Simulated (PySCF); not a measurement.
## Cost of excited-state runs on ethanol, C2H6O

Bonds (- single, = double, # triple, : aromatic): C1-C2 1.516 Å, C2-O3 1.402 Å. C1 carries H4, H5, H6; C2 carries H7, H8; O3 carries H9.

PySCF with density fitting, on 1 thread of an Arm Neoverse N1, shared host. Command: `OMP_NUM_THREADS=1 python excited_run.py task.json out`

(1) How long does each of these runs take, and how much memory?
- magnetisability and related constants, B3LYP/6-311+G(2d,p); usual settings
- magnetisability and related constants, B3LYP/Sadlej pVTZ; usual settings
- magnetisability and related constants, B3LYP/def2-SVPD; usual settings
- magnetisability and related constants, B3LYP/def2-TZVPD; usual settings
- magnetisability and related constants, LDA/pcSseg-2; usual settings
- magnetisability and related constants, PBE0/pcSseg-2; usual settings

Results:

(1) 
| run | level | basis functions | wall time | peak memory (GiB) |
| --- | --- | --- | --- | --- |
| magnetisability and related constants | B3LYP/6-311+G(2d,p) | 117 | 8.6 s | 0.51 |
| magnetisability and related constants | B3LYP/Sadlej pVTZ | 126 | 11 s | 0.52 |
| magnetisability and related constants | B3LYP/def2-SVPD | 111 | 7.8 s | 0.49 |
| magnetisability and related constants | B3LYP/def2-TZVPD | 168 | 16 s | 0.64 |
| magnetisability and related constants | LDA/pcSseg-2 | 192 | 21 s | 0.51 |
| magnetisability and related constants | PBE0/pcSseg-2 | 192 | 21 s | 0.8 |

Times from a shared host are rough.
